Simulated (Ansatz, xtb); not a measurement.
Relative energy of two isomers of C3H3FOS

We compare a, `F[C@@H]1COC1=S`, a singlet, with b, `FC1=COCS1`, a singlet. Both are isolated molecules in the gas phase, relaxed with r2SCAN-D4/def2-SVP.

Quicker runs give these differences E(b) − E(a): GFN2-xTB −24.6 kJ/mol; HF/STO-3G −59.9 kJ/mol (at GFN2-xTB geometries); r2SCAN-D4/def2-SVP//GFN2-xTB +32.7 kJ/mol.

Estimate E(b) − E(a) at the level CCSD(T)/def2-SVP + ΔMP2/def2-TZVPP.

Calculated at CCSD(T)/def2-SVP + ΔMP2/def2-TZVPP: E(b) − E(a) = +18.2 kJ/mol, so structure a lies lower.

The same difference at several levels:

```
                             level            geometry  E(b) − E(a) (kJ/mol)  departure from the last row (kJ/mol)  job, with rough time for the two
                          GFN2-xTB            GFN2-xTB                   −24.6                                 −42.8              optimisation, 0.17 s
                         HF/STO-3G            GFN2-xTB                   −59.9                                 −78.0              single point, 0.53 s
      r2SCAN-D4/def2-SVP//GFN2-xTB            GFN2-xTB                   +32.7                                 +14.6               single point, 3.2 s
                r2SCAN-D4/def2-SVP  r2SCAN-D4/def2-SVP                   +27.0                                  +8.8                optimisation, 52 s
                       HF/def2-SVP  r2SCAN-D4/def2-SVP                   +25.2                                  +7.0           part of the CCSD(T) run
                      MP2/def2-SVP  r2SCAN-D4/def2-SVP                   +32.4                                 +14.2           part of the CCSD(T) run
                  CCSD(T)/def2-SVP  r2SCAN-D4/def2-SVP                   +28.5                                 +10.3                      single point
CCSD(T)/def2-SVP + ΔMP2/def2-TZVPP  r2SCAN-D4/def2-SVP                   +18.2                                                      single point, 35 s
```

As drawn, b has 1 C=C, 2 C–S in place of 2 C–C, 1 C=S. Structure a has a 4-membered ring, b a 5-membered ring.

GFN2-xTB, HF/STO-3G put the two in the other order. The largest departure from CCSD(T)/def2-SVP + ΔMP2/def2-TZVPP is that of HF/STO-3G, 78.0 kJ/mol. The last row adds to CCSD(T) the change of the MP2 difference between the two basis sets, here −10.3 kJ/mol.

With harmonic frequencies from r2SCAN-D4/def2-SVP (ideal gas, rigid rotor, one conformer each, 298.15 K, 1 atm): the zero-point term adds −1.7 kJ/mol; ΔH is +16.4 and ΔG +18.0 kJ/mol.

The correlated steps freeze 10 core orbitals. Run with Ansatz 0.2.0, xtb 6.7.1; the last row on 2 threads of Intel(R) Xeon(R) Processor @ 2.70GHz on a shared host.
